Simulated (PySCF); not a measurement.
# Bond curve of HCl⁺

Set-up: PySCF, no relativity, basis sets H def2-SVP, Cl def2-SVP. Energies in eV from H + Cl⁺ in their ground configurations at the same level. State: ²Π (doublet), unpaired electrons π ↑.

All columns are PBE. A positive dipole points towards Cl; it is taken about the centre of mass and depends on that origin.

```json
{"R (Å)": "1.144", "E (eV)": "-4.151", "μ (D)": "-1.50", "Mulliken charge on H (basis-dependent)": "0.19", "HOMO (eV)": "-18.09", "LUMO (eV)": "-17.75", "Mayer bond order": "0.98", "⟨S²⟩": "0.75"}
{"R (Å)": "1.197", "E (eV)": "-4.515", "μ (D)": "-1.62", "Mulliken charge on H (basis-dependent)": "0.23", "HOMO (eV)": "-17.99", "LUMO (eV)": "-17.66", "Mayer bond order": "0.96", "⟨S²⟩": "0.75"}
{"R (Å)": "1.250", "E (eV)": "-4.730", "μ (D)": "-1.74", "Mulliken charge on H (basis-dependent)": "0.26", "HOMO (eV)": "-17.90", "LUMO (eV)": "-17.57", "Mayer bond order": "0.94", "⟨S²⟩": "0.75"}
{"R (Å)": "1.290", "E (eV)": "-4.815", "μ (D)": "-1.84", "Mulliken charge on H (basis-dependent)": "0.28", "HOMO (eV)": "-17.82", "LUMO (eV)": "-17.49", "Mayer bond order": "0.92", "⟨S²⟩": "0.75"}
{"R (Å)": "1.330", "E (eV)": "-4.849", "μ (D)": "-1.94", "Mulliken charge on H (basis-dependent)": "0.31", "HOMO (eV)": "-17.75", "LUMO (eV)": "-17.42", "Mayer bond order": "0.91", "⟨S²⟩": "0.75"}
{"R (Å)": "1.370", "E (eV)": "-4.842", "μ (D)": "-2.04", "Mulliken charge on H (basis-dependent)": "0.33", "HOMO (eV)": "-17.68", "LUMO (eV)": "-17.35", "Mayer bond order": "0.89", "⟨S²⟩": "0.75"}
{"R (Å)": "1.423", "E (eV)": "-4.783", "μ (D)": "-2.19", "Mulliken charge on H (basis-dependent)": "0.35", "HOMO (eV)": "-17.58", "LUMO (eV)": "-17.26", "Mayer bond order": "0.88", "⟨S²⟩": "0.75"}
{"R (Å)": "1.490", "E (eV)": "-4.650", "μ (D)": "-2.37", "Mulliken charge on H (basis-dependent)": "0.37", "HOMO (eV)": "-17.46", "LUMO (eV)": "-17.14", "Mayer bond order": "0.86", "⟨S²⟩": "0.75"}
{"R (Å)": "1.569", "E (eV)": "-4.435", "μ (D)": "-2.60", "Mulliken charge on H (basis-dependent)": "0.40", "HOMO (eV)": "-17.32", "LUMO (eV)": "-17.00", "Mayer bond order": "0.83", "⟨S²⟩": "0.75"}
{"R (Å)": "1.676", "E (eV)": "-4.099", "μ (D)": "-2.92", "Mulliken charge on H (basis-dependent)": "0.43", "HOMO (eV)": "-17.13", "LUMO (eV)": "-16.81", "Mayer bond order": "0.81", "⟨S²⟩": "0.75"}
```

A fit through these points gives, at Re = 1.342 Å, μ = -1.97 D and dμ/dR = -2.59 D/Å; the reduced mass is 0.9796 u.

Problem. How strong is the fundamental in the double-harmonic approximation, I = 42.26·(dμ/dR)²/μred km/mol?

Solution. I = 42.26·(-2.59)²/0.9796 = 289 km/mol at PBE.

For an ion De counts to the pair picked by the measured ionisation energies or electron affinities, which need not be the lowest pair at this level. The state is the lowest determinant that a PBE0 search found; another state may lie lower at other levels.
